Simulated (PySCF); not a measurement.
**Question.** Write a Z-matrix for `[O+]=C(O)O` [radical] as optimised with PBE0-D3(BJ)/def2-SVP. (Charge +1 and doublet state.)

**Answer.** 
Z-matrix in Å and degrees, rows numbered from 1:
```
O 
C   1  1.2761
O   2  1.2705  1  121.16
O   2  1.2701  1  121.21  3   179.98
H   3  0.9790  2  116.74  1    -0.03
H   4  0.9790  2  116.76  1    -0.26
```

O3 (oxygen bonded to C and H) is bent (angle 116.7°). The 4 heavy atoms lie in one plane (0.000 Å rms). C2 (carbon bonded to 3 O) is planar (angles 121.2°, 121.2° and 117.6°, sum 360.0°, 0.00 Å off the plane of its three neighbours).

Computed, not measured: PBE0-D3(BJ)/def2-SVP geometry optimisation, gas phase (PySCF 2.14.0).

Point group: C2v (tolerance 0.08 Å). PBE0-D3(BJ)/def2-SVP frequencies: not computed here. ⟨S²⟩ = 0.754 (exact for a doublet: 0.75). Torsions: O1–C2–O3–H 0°, O1–C2–O4–H 0°.

Time: 9.7 s of wall time; peak memory 0.30 GiB. Hardware: Intel Xeon 6975P-C, one thread (shared host). This is the geometry optimisation.

One conformer stands for the species.
